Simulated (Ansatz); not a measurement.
Frontier orbitals of AlClH2 (`[AlH2][Cl]`).

The species carries charge 0 and has multiplicity 1. The structure was optimised at the PBE0-D4/def2-TZVP level. Basis def2-TZVPP, Ansatz.

A caution on the coupled-cluster cation, which keeps the state that its UHF reference found: large T1 diagnostic of the cation.

```json
{"functional": "PBE", "HOMO (eV)": "-7.27", "LUMO (eV)": "-2.40", "gap (eV)": "4.87"}
{"functional": "PBE0", "HOMO (eV)": "-8.58", "LUMO (eV)": "-1.64", "gap (eV)": "6.94"}
{"functional": "B3LYP", "HOMO (eV)": "-8.36", "LUMO (eV)": "-1.85", "gap (eV)": "6.51"}
{"functional": "HSE06 (plane-wave form)", "HOMO (eV)": "-8.17", "LUMO (eV)": "-2.00", "gap (eV)": "6.17"}
{"functional": "LC-ωPBE", "HOMO (eV)": "-11.36", "LUMO (eV)": "0.38", "gap (eV)": "11.74"}
{"functional": "ωB97X-V", "HOMO (eV)": "-10.99", "LUMO (eV)": "0.28", "gap (eV)": "11.27"}
{"functional": "ωB97M-V", "HOMO (eV)": "-10.77", "LUMO (eV)": "0.00", "gap (eV)": "10.77"}
```

Question: What is the vertical ionisation energy at frozen-core CCSD(T)/CBS(def2)? (An estimate is asked.)

Answer: Ansatz gave: 11.46 eV (T1 of the cation 0.102).

A quarter of exact exchange (PBE0) shifts PBE's HOMO by −1.31 eV and its LUMO by +0.77 eV; full exchange at long range (ωB97M-V) shifts them by −3.51 and +2.41 eV. The gap opens from 4.86 to 10.78 eV, since occupied levels lose self-interaction and empty ones feel all the electrons. A positive LUMO is unbound and depends on the basis. −ε(HOMO) differs from that ionisation energy by −4.20 eV with PBE and −0.69 eV with ωB97M-V.

B3LYP here is the variant with VWN-RPA as its local correlation; programs differ in this. LC-ωPBE has ω = 0.4 bohr⁻¹.
